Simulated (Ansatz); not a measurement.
Two shapes of doublet BHS(+).

Shape 1:

```xyz
3

H     0.0474   -0.0164   -1.3582
B     0.0036   -0.0061   -0.1190
S    -0.0343    0.0232    1.5006
```

Shape 2:

```xyz
3

H     0.0000   -0.0006   -1.3602
B     0.0000    0.0005   -0.1684
S     0.0000    0.0001    1.5287
```

Basis set: def2-SVP (spherical functions). Correlated methods keep 6 orbitals frozen. Correlation on ROHF uses semicanonical orbitals with singles. Charge 1, multiplicity 2.

Computed with Ansatz (development build ahead of 0.2.0); each method stands on the lowest determinant of its kind that the runs found.

Q: Which shape is lower in energy, and by how much in each method?

A:

```json
{"method": "ROHF", "E(2) − E(1) (eV)": "-0.165"}
{"method": "UHF", "E(2) − E(1) (eV)": "-0.168"}
{"method": "ROHF-MP2", "E(2) − E(1) (eV)": "-0.155"}
{"method": "UHF-MP2", "E(2) − E(1) (eV)": "-0.155"}
{"method": "UHF-CCSD(T)", "E(2) − E(1) (eV)": "-0.171"}
```

Shape 2 is lower.
